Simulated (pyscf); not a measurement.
1,1-elimination: `[PH2][GeH3]` → `[PH3]` + `[GeH2]` [singlet]

Gas phase, singlet surface, charge 0. Bonds broken: P1–Ge2, Ge2–H5. Bonds formed: P1–H5. Single points on ωB97X-D3(BJ)/def2-SVP structures (PySCF, gas phase). Correlated levels are frozen-core, on RHF or UHF. ΔMP2 is the change of the MP2 total energy from the triple- to the quadruple-zeta basis.

Transition state (Å):

```xyz
7

P     -1.5375    -0.3882    -0.4348
Ge     0.1906     0.9772     0.2116
H     -0.9958    -1.6881    -0.4026
H     -2.4417    -0.5006    -1.5489
H     -1.1174    -0.0632     1.1034
H     -0.6090     2.3031     0.2781
H      1.3450     1.1822    -0.8142
```

One imaginary mode, 1261i cm⁻¹; descent along it reached the two sides named, in the forms told below.

```
bond    change  reactant side (Å)  saddle  product side
------  ------  -----------------  ------  ------------
P1–Ge2  breaks              2.310   2.295         2.427
Ge2–H5  breaks              1.536   1.894           3.3
P1–H5    forms                3.2   1.627         1.414
```

Electronic energies relative to the reactant's lowest minimum found (eV):

| level | barrier | reaction energy | reverse barrier |
|---|---|---|---|
| ωB97X-D3(BJ)/def2-TZVP | 3.00 | +2.20 | 0.80 |
| PBE/def2-TZVP | 2.35 | +1.96 | 0.40 |
| r²SCAN/def2-TZVP | 2.54 | +2.15 | 0.40 |
| B3LYP-D3(BJ)/def2-TZVP | 2.67 | +1.85 | 0.82 |
| PBE0-D3(BJ)/def2-TZVP | 2.64 | +2.12 | 0.53 |
| M06-2X/def2-TZVP | 2.84 | +1.92 | 0.92 |
| ωB97M-D3(BJ)/def2-TZVP | 2.91 | +1.84 | 1.07 |
| HF/def2-TZVP | 3.60 | +1.67 | 1.93 |
| MP2/def2-QZVPP | 2.77 | +2.18 | 0.59 |
| CCSD/def2-TZVPP | 3.01 | +1.96 | 1.05 |
| CCSD(T)/def2-TZVPP | 2.85 | +2.02 | 0.83 |
| CCSD(T)/def2-TZVPP + ΔMP2(QZVPP) | 2.79 | +2.01 | 0.78 |

With CCSD(T)/def2-TZVPP + ΔMP2(QZVPP) energies and thermal terms (ideal gas, 1 atm, RRHO with modes under 100 cm⁻¹ raised to 100, one conformer, R ln 2 for rigid chiral ones), in eV:

| T (K) | ΔH‡ | ΔG‡ | ΔH | ΔG |
|---|---|---|---|---|
| 298 | 2.69 | 2.69 | +1.90 | +1.47 |
| 600 | 2.68 | 2.70 | +1.87 | +1.05 |
| 900 | 2.66 | 2.71 | +1.83 | +0.64 |
| 1200 | 2.64 | 2.73 | +1.78 | +0.25 |

On the product side the descent ends in an adduct with a Ge–P contact, 1.16 eV under the separated species and 1.96 eV under the saddle at ωB97X-D3(BJ)/def2-TZVP. What is counted as broken (Ge–P) persists as a longer contact in the product adduct; parting that adduct is a step of its own. The same reactants have a lower exit, to H₂P–GeH: [singlet] + H₂ (barrier +2.31 eV at ωB97M-D3(BJ), against +2.91 eV here). This is the saddle that the search found; another between the same sides may lie lower. The CCSD(T) − MP2 part came from Ansatz, without density fitting, on the same reference. The frozen core leaves the outer d or s,p core shells of the metals and heavy elements correlated in the MP2 and CC values, and def2-TZVPP describes them poorly, which can shift differences by a few kcal/mol. Elements up to Kr have no core potential and no relativistic terms here.
